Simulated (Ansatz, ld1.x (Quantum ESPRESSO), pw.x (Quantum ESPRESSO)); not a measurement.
## In (Z = 49): one change to the RRKJ potential, in the atom and in the sc crystal

- Element: In (Z = 49)
- Generator: ld1.x (Quantum ESPRESSO) 7.5
- Type: norm-conserving RRKJ (Kleinman–Bylander form)
- Functional: PBEsol
- Relativity: scalar-relativistic
- Frozen core: [Kr] 4d10
- Valence charge: 3
- Reference configuration: 5s2 5p1
- Partial waves: 5s (bound): rc 2.30 bohr; 5d channel at 0.5 Ry: rc 3.00 bohr; 5p (bound): rc 2.90 bohr
- Local potential: the p channel
- Core correction: none
- rho0: 0.005

Change: local potential all-electron potential smoothed inside 2.30 bohr (lloc = -1).

Cutoffs, loose and tight: the cutoffs (Ry, on a coarse ladder) from which the occupation-weighted sum of valence levels, in a spherical-Bessel basis at the reference potential, stays within 10 and 1 mRy of its value at 400 Ry. They do not see the model core or the augmentation charge, which bear on the density cutoff. Test errors are all-electron minus pseudo excitation energies from the reference, over the configurations 5s2 5p0; 5s1 5p0; 5s2 5p0.5; 5s2 5p1.3; 5s1 5p2; 5s0 5p3; 5s1 5p1; variants that change the core or the reference have their own tests.

Crystal test: sc In in pw.x 7.5, no spin, 11³ k-points, Fermi–Dirac smearing 0.01 Ry, cutoffs set for each file from its atomic test. The reference is all-electron LAPW (Ansatz 0.2.0) with the same functional, mesh and smearing; V0 and B0 come from Birch–Murnaghan fits to the pressures at five volumes. Errors are pseudo minus all-electron; Δ is the rms difference of the E(V) curves that follow from these fits, minima aligned, over ±6 % about the mean V0. Mesh and smearing are coarse, so the numbers serve the comparison and aren't converged zero-temperature values; the lattice is a test structure that the element need not adopt.

All-electron: a0 = 3.017 Å (V0 = 27.46 Å³/atom), B0 = 38.3 GPa.

Problem. Does the change bring the crystal closer to the all-electron result?

Solution. The mean pressure error goes from -0.59 to -1.11 GPa, so the change moves the solid further from the all-electron pressures.

```csv
quantity,base,changed
outcome (atom),generated,generated
"cutoff, loose (atom)",21 Ry,21 Ry
"cutoff, tight (atom)",30 Ry,30 Ry
bound ghosts (atom),none,none
largest test error (meV) (atom),+84,+73
cutoffs in pw.x (Ry),40/160,40/160
a0 (Å),3.001,2.985
a0 error (%),-0.55,-1.06
B0 error (%),-3.1,-2.1
Δ (meV/atom),3.8,7.3
mean pressure error (GPa),-0.59,-1.11
```

Base: The largest radius (3.00 bohr) exceeds half the bond length (2.85 bohr), so the spheres overlap, which is one possible source of error among others. This is a poor potential for the solid. Changed file: The largest radius (3.00 bohr) exceeds half the bond length (2.85 bohr), so the spheres overlap, which is one possible source of error among others. This is a poor potential for the solid. The atomic cutoffs weigh occupied waves only.
